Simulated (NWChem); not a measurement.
**Correlation energy of ethylene (C2H4)**

SMILES: C=C
```xyz
6

C      0.0000     0.0000     0.6703
C      0.0000     0.0000    -0.6703
H      0.9374     0.0000     1.2507
H     -0.9374     0.0000     1.2507
H     -0.9374     0.0000    -1.2507
H      0.9374     0.0000    -1.2507
```
Charge 0, spin multiplicity 1.

The numbers come from NWChem runs, not from measurements. Structure: optimised with PBE/def2-SVP, a minimum by its harmonic frequencies.

Basis set: def2-SVP. Each correlation energy counts from its own Hartree-Fock reference.

The correlated methods keep 2 core orbitals frozen. No row is a measurement; the coupled-cluster row has its own basis-set and correlation limits.

**Question.** Order these methods by the correlation energy they give, lowest first: MP2, SCS-MP2, CCSD, CCSD+T(CCSD).

**Answer.** CCSD+T(CCSD) (-316.2 mHa), CCSD (-305.7 mHa), SCS-MP2 (-279.4 mHa), MP2 (-275.7 mHa)
